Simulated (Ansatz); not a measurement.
A nudged elastic band was laid between two geometries of ClH + H4OSi (8 atoms, charge 0, multiplicity 1).

Theory: RKS PBE-D4/def2-mTZVP in Ansatz 0.2.0.

```yaml
movable_images: 5
climbing_image: yes
spring: 5.0 eV/Å²
optimiser: quadratic models (default)
start_path: through a guess of the saddle point
force_threshold: 0.05 eV/Å
iteration_limit: 60
end_points: relaxed
```

Initial state:

```xyz
8
Properties=species:S:1:pos:R:3
Si -0.658 -0.703 -0.399
H 0.801 -1.066 -0.224
H -1.188 -1.400 -1.606
H -1.370 -1.175 0.834
O -0.837 0.930 -0.684
H 1.850 0.376 0.732
Cl 1.818 1.521 1.375
H -0.415 1.517 -0.028
```

Final state:

```xyz
8
Properties=species:S:1:pos:R:3
Si -0.460 0.344 -0.226
H 1.919 -2.359 0.489
H -0.029 -0.430 -1.416
H -0.832 -0.515 0.935
O -1.726 1.281 -0.745
H 2.152 -1.656 0.617
Cl 1.147 1.507 0.420
H -2.172 1.829 -0.075
```

(1) Which bonds break or form, and what moves?

(2) What energy profile does the band end with?

(3) What is the geometry of the highest image?

Answers

(1) Bonds broken: Si1–H2, H6–Cl7. Bonds formed: Si1–Cl7, H2–H6. ClH + H4OSi becomes ClH3OSi + H2.

(2) It converged. The highest image is number 2 of 0 to 6, 1.14 eV above the first end and 2.03 eV above the last; the last end lies 0.90 eV below the first. Neighbouring images differ by up to 1.4 eV, so the band resolves the path poorly. A vibrational analysis at the climbing image gives one clearly imaginary mode, 744i cm⁻¹: a first-order saddle point. The orbitals stay closed-shell, which can raise the energy where a bond breaks towards radicals; this wasn't checked here.

| image | path coordinate (Å) | energy (eV) | Si1–H2 (Å) | H6–Cl7 (Å) | Si1–Cl7 (Å) |
| --- | --- | --- | --- | --- | --- |
| 0 | 0.00 | 0.00 | 1.51 | 1.31 | 3.77 |
| 1 | 0.96 | 0.12 | 1.53 | 1.34 | 3.24 |
| 2 | 1.92 | 1.14 | 1.77 | 1.80 | 2.59 |
| 3 | 3.22 | -0.25 | 2.62 | 2.30 | 2.14 |
| 4 | 4.53 | -0.86 | 3.58 | 2.83 | 2.09 |
| 5 | 5.83 | -0.90 | 4.03 | 3.22 | 2.09 |
| 6 | 7.14 | -0.90 | 3.67 | 3.33 | 2.09 |

(3) 
```xyz
8
Properties=species:S:1:pos:R:3:forces:R:3
Si -0.437 -0.374 -0.145 0.00 0.00 0.00
H 1.219 -0.971 -0.306 0.00 0.00 0.00
H -0.711 -1.305 -1.281 0.00 0.00 0.00
H -0.903 -0.981 1.126 0.00 0.00 0.00
O -0.949 1.049 -0.792 0.00 0.00 0.00
H 1.396 -0.310 0.266 0.00 0.00 0.00
Cl 1.088 1.073 1.373 0.00 0.00 0.00
H -0.704 1.819 -0.240 0.00 0.00 0.00
```

The run took 88 s on 2 threads of Intel(R) Xeon(R) Platinum 8488C (Sapphire Rapids) (shared host), peak memory 0.15 GiB.
